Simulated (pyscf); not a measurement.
**Routes from H₃C–F (SMILES CF) + InH₃ (SMILES [InH3])**

Candidate steps break at most two bonds and form at most two. Each was searched with GFN2-xTB (tblite) first. Structures and frequencies: ωB97X-D3(BJ)/def2-SVP in PySCF. Correlated levels are frozen-core, on RHF or UHF. ΔMP2 is the change of the MP2 total energy from the triple- to the quadruple-zeta basis. Energies: CCSD(T)/def2-TZVPP + ΔMP2(QZVPP), eV, from the separated reactants, singlet surface; ΔG‡ with ideal gas, 1 atm, RRHO with modes under 100 cm⁻¹ raised to 100, one conformer, R ln 2 for chiral ones without a mode under 150 cm⁻¹.

```json
[
 {"products": "CH₄ + F–InH₂", "type": "four-centre exchange", "ΔE‡": "2.59", "ΔE": "-1.90", "ΔG‡ 298 K": "2.96", "ΔG‡ 900 K": "3.73", "ν‡ (cm⁻¹)": "1040i"},
 {"products": "H₃C–InH₂ + HF", "type": "four-centre exchange", "ΔE‡": "3.00", "ΔE": "-0.86", "ΔG‡ 298 K": "3.27", "ΔG‡ 900 K": "3.89", "ν‡ (cm⁻¹)": "839i"}
]
```

Row 1: On the reactant side the descent ends in an adduct with a F–In contact (not fully relaxed), 0.38 eV under the separated species and 3.07 eV under the saddle at ωB97X-D3(BJ)/def2-TZVP. On the product side the descent ends in a complex (not fully relaxed), 0.19 eV under the separated species and 4.72 eV under the saddle at ωB97X-D3(BJ)/def2-TZVP. Row 2: On the product side the descent ends in a complex, 0.23 eV under the separated species and 4.19 eV under the saddle at ωB97X-D3(BJ)/def2-TZVP. 

Plain bond fissions and candidates not yet searched are not listed, and one of them may be faster. Each barrier is that of the saddle found; lower ones may exist. A restricted solution here is unstable towards spin polarisation, so biradical character is likely and single-reference numbers are less safe. The CCSD(T) − MP2 part came from Ansatz, without density fitting, on the same reference. The largest closed-shell T1 diagnostic is 0.037, which may signal static correlation. The frozen core leaves the outer d or s,p core shells of the metals and heavy elements correlated in the MP2 and CC values, and def2-TZVPP describes them poorly, which can shift differences by a few kcal/mol. Elements past Kr carry the def2 core potentials, without spin-orbit coupling.
